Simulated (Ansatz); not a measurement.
```yaml
crystal:
  periodic: [false, false, false]
  atoms:
    - {symbol: Ta, position_ang: [0.000000, 0.000000, 0.000000]}
    - {symbol: B, position_ang: [0.000000, 0.000000, 2.290000]}
basis:
  gaussian: {orbitals: def2-TZVP}
magnetization: {spin_polarized: true, initial_magnetization: 2}
hamiltonian: {xc: pbe0}
relax: {f_tol: 0.004, max_steps: 80}
```

```sh
$ ansatz run in.yaml --threads 1 --pin off --events-out ev --progress --plain --max-ram 2176MiB
```

Steps of the relaxation (energy above the last step; positions in Å, forces in eV/Å):

```
2
step 1, 559.7 meV
Ta    0.000    0.000    0.000    0.000    0.000    2.715
B     0.000    0.000    2.290    0.000    0.000   -2.715
```

```
2
step 2, 67.9 meV
Ta    0.000    0.000    0.195    0.000    0.000   -1.840
B     0.000    0.000    2.095    0.000    0.000    1.840
```

```
2
step 3, 2.1 meV
Ta    0.000    0.000    0.149    0.000    0.000    0.283
B     0.000    0.000    2.141    0.000    0.000   -0.283
```

```
2
step 4, 0.0 meV
Ta    0.000    0.000    0.156    0.000    0.000    0.000
B     0.000    0.000    2.134    0.000    0.000    0.000
```

Close pairs at the end: Ta1–B2 1.978 Å.

A stationary point of unrestricted PBE0 after 4 steps, with ⟨S²⟩ = 2.717 against 2.00 for a pure state. 2 min on 1 thread of Intel Xeon Platinum 8488C, shared host.
